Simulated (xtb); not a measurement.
C$_{4}$H$_{3}$O (SMILES [c-]1ccco1), charge -1, singlet, geometry from GFN2-xTB; GFN0-xTB (xtb).

Here is a job for xtb.
```
$ xtb mol.xyz --gfn 0 --chrg -1 --uhf 0 --json

# file mol.xyz
8

O     -0.00434124     0.04793050     1.16904018
C      0.01699507     1.22054995     0.39478422
C     -0.01760528    -1.04457952     0.36698234
C      0.01553600     0.75294446    -0.91996930
C     -0.00610386    -0.66403323    -0.93846348
H     -0.03459745    -2.01935969     0.83917224
H      0.02893664     1.37399554    -1.81376634
H     -0.01254091    -1.32736979    -1.79773000
```

Output, abridged:

```
   ID    Z sym.   atoms
    1    8 O      1
    2    6 C      2-5
    3    1 H      6-8

           -------------------------------------------------
          |                Calculation Setup                |
           -------------------------------------------------

           -------------------------------------------------
          |                 G F N 0 - x T B                 |
           -------------------------------------------------

          ...................................................
          :                      SETUP                      :
          :.................................................:
          :  # basis functions                  26          :
          :  # atomic orbitals                  26          :
          :  # shells                           16          :
          :  # electrons                        26          :
          :  electronic temp.          300.0000000     K    :
          :  accuracy                    1.0000000          :
          :  -> integral cutoff          0.2500000E+02      :
          :  -> integral neglect         0.1000000E-07      :
          ...................................................

         :::::::::::::::::::::::::::::::::::::::::::::::::::::
         ::                     SUMMARY                     ::
         :::::::::::::::::::::::::::::::::::::::::::::::::::::
         :: total energy             -14.726766311754 Eh    ::
         :: gradient norm              0.039201023071 Eh/a0 ::
         :: HOMO-LUMO gap              4.234150984948 eV    ::
         ::.................................................::
         :: H0 energy                -13.734133596380 Eh    ::
         :: repulsion energy           0.172323600702 Eh    ::
         :: electrostat energy        -1.138066009062 Eh    ::
         :: -> Gsolv                   0.000000000000 Eh    ::
         ::    -> Gsasa                0.000000000000 Eh    ::
         ::    -> Gshift               0.000000000000 Eh    ::
         :: dispersion energy         -0.002341177141 Eh    ::
         :: short-range corr.         -0.024549129874 Eh    ::
         :: add. restraining           0.000000000000 Eh    ::
         :: total charge              -1.000000000000 e     ::
         :::::::::::::::::::::::::::::::::::::::::::::::::::::

           -------------------------------------------------
          |                Property Printout                |
[...]
        24                          0.3119718               8.4892
       ...                                ...                  ...
        26                          0.6372726              17.3411
      -------------------------------------------------------------
                  HL-Gap            0.1556022 Eh            4.2342 eV
             Fermi-level            0.0000000 Eh            0.0000 eV

     #   Z          covCN         q      C6AA      α(0)
     1   8 O        1.730    -0.405    20.757     6.165
     2   6 C        1.958    -0.191    37.220     9.841
     3   6 C        2.966     0.065    27.977     8.649
     4   6 C        3.029    -0.060    31.027     9.109
     5   6 C        2.947    -0.238    36.242     9.843
     6   1 H        0.925    -0.078     4.840     3.440
     7   1 H        0.925    -0.061     4.374     3.271
     8   1 H        0.925    -0.032     3.670     2.996

 Mol. C6AA /au·bohr⁶  :       1134.282122
 Mol. C8AA /au·bohr⁸  :      27339.631689
 Mol. α(0) /au        :         53.312386

Wiberg/Mayer (AO) data.
largest (>0.10) Wiberg bond orders for each atom

 ---------------------------------------------------------------------------
     #   Z sym  total        # sym  WBO       # sym  WBO       # sym  WBO
 ---------------------------------------------------------------------------
     1   8 O    2.643 --     3 C    1.238     2 C    1.204
     2   6 C    3.003 --     4 C    1.600     1 O    1.204     3 C    0.127
     3   6 C    3.952 --     5 C    1.587     1 O    1.238     6 H    0.968
                             2 C    0.127
     4   6 C    3.960 --     2 C    1.600     5 C    1.283     7 H    0.968
     5   6 C    3.969 --     3 C    1.587     4 C    1.283     8 H    0.968
     6   1 H    0.997 --     3 C    0.968
     7   1 H    0.992 --     4 C    0.968
     8   1 H    0.985 --     5 C    0.968
 ---------------------------------------------------------------------------

Topologies differ in total number of bonds
Writing topology from bond orders to xtbtopo.mol

 dipole moment from electron density (au)
     X       Y       Z
  -0.0390  -2.6051  -0.2122  total (Debye):    6.644

           -------------------------------------------------
          | TOTAL ENERGY              -14.726766311754 Eh   |
          | GRADIENT NORM               0.039201023071 Eh/α |
          | HOMO-LUMO GAP               4.234150984948 eV   |
           -------------------------------------------------

normal termination of xtb
```
